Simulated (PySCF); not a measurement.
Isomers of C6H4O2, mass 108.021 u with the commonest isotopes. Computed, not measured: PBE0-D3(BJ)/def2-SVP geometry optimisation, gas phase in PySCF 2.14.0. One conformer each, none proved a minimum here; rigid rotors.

Question: Order these by radius of gyration √(Σ m r²/M), largest first.
A. o-benzoquinone, `O=C1C=CC=CC1=O`
B. `[CH2:1]=[CH:2][c:3]1[c:4]([CH:5]=[O:6])[c:7]1=[O:8]` with C1–C2–C3–C4 180°, C3–C4–C5–O6 1°
C. benzoquinone, `O=C1C=CC(=O)C=C1`

Answer: B (2.150 Å), C (1.926 Å), A (1.828 Å).

Question: Order these by rotational constant C, smallest first.
A. benzoquinone (`O=C1C=CC(=O)C=C1`)
B. `[CH2:1]=[CH:2][c:3]1[c:4]([CH:5]=[O:6])[c:7]1=[O:8]` with C1–C2–C3–C4 180°, C3–C4–C5–O6 1°
C. `O=C1C=CC=CC1=O` (o-benzoquinone)

Answer: B (1012 MHz), A (1261 MHz), C (1400 MHz).

Question: Order these by dipole moment, smallest first.
A. o-benzoquinone, `O=C1C=CC=CC1=O`
B. benzoquinone (`O=C1C=CC(=O)C=C1`)
C. `[CH2:1]=[CH:2][c:3]1[c:4]([CH:5]=[O:6])[c:7]1=[O:8]` with C1–C2–C3–C4 180°, C3–C4–C5–O6 1°

Answer: B (0.01 D), C (2.59 D), A (5.20 D).

```json
{"SMILES": "C=Cc1c(C=O)c1=O", "point group": "Cs", "Ia (u·Å²)": "190.25", "Ib (u·Å²)": "309.08", "Ic (u·Å²)": "499.33", "κ": "-0.24", "μa (D)": "1.05", "μb (D)": "2.37", "μc (D)": "0.03"}
{"SMILES": "O=C1C=CC(=O)C=C1", "point group": "D2h", "Ia (u·Å²)": "96.05", "Ib (u·Å²)": "304.57", "Ic (u·Å²)": "400.62", "κ": "-0.80", "μa (D)": "0.00", "μb (D)": "0.01", "μc (D)": "0.00"}
{"SMILES": "O=C1C=CC=CC1=O", "point group": "C2v", "Ia (u·Å²)": "154.26", "Ib (u·Å²)": "206.78", "Ic (u·Å²)": "361.03", "κ": "0.11", "μa (D)": "5.20", "μb (D)": "0.00", "μc (D)": "0.00"}
```
